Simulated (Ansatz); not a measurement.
`[Li][SH]` + H₂ → `[LiH]` + H₂S at 500 K and 1 bar (hydrogenolysis of a Li–S bond).

Isolated molecules relaxed with PBE0-D4/def2-TZVP in Ansatz; ΔE leaves out vibrations. CBS: MP2 limit from def2 TZ/QZ plus the TZ coupled-cluster correction, frozen cores. This one scheme is used for every species. For Li outer-core shells are correlated without core-valence functions, which leaves a few kJ/mol of doubt a bond.

```csv
species,CCSD(T)/CBS energy (Eh),H − E (kJ/mol),S (J/(mol·K))
`[Li][SH]`,-405.91799,42.5,262.6
H₂,-1.17544,41.0,145.5
`[LiH]`,-8.06146,23.3,186.4
H₂S,-398.97279,57.0,224.0
```

H − E and S are ideal-gas, rigid-rotor, harmonic terms from PBE0-D4/def2-TZVP. The MP2-based limit puts H₂ 0.8 mEh under its directly extrapolated value; such offsets cancel only in part. 1 Eh = 2625.50 kJ/mol, R = 8.31446 J/(mol·K).

Q: By hand: ΔE, ΔH, ΔS and ΔG.

A: ΔE = (-8.06146) + (-398.97279) − (-405.91799) − (-1.17544) = 0.05918 Eh = 155.4 kJ/mol. Δ(H − E) = 23.3 + 57.0 − 42.5 − 41.0 = -3.2, so ΔH = 152.2 kJ/mol. ΔS = 186.4 + 224.0 − 262.6 − 145.5 = 2.3 J/(mol·K). ΔG = 152.2 − 500 × (2.3)/1000 = 151.0 kJ/mol.

Q: By hand: the equilibrium constant, and the temperature at which ΔG would vanish if ΔH and ΔS stayed fixed.

A: log₁₀ K = −ΔG/(RT ln 10) = -15.8. ΔG = 0 at ΔH/ΔS = 66174 K, far beyond where these terms or the molecules hold.

The number of gas molecules stays the same, so ΔS is small and ΔH decides. A doubt of 5 kJ/mol in ΔE shifts log₁₀ K by 0.5 here. These are equilibria of isolated gas molecules and say nothing of rates. Largest T1 diagnostic: 0.009 (customary marks: 0.02 for closed shells, 0.045 for open ones).
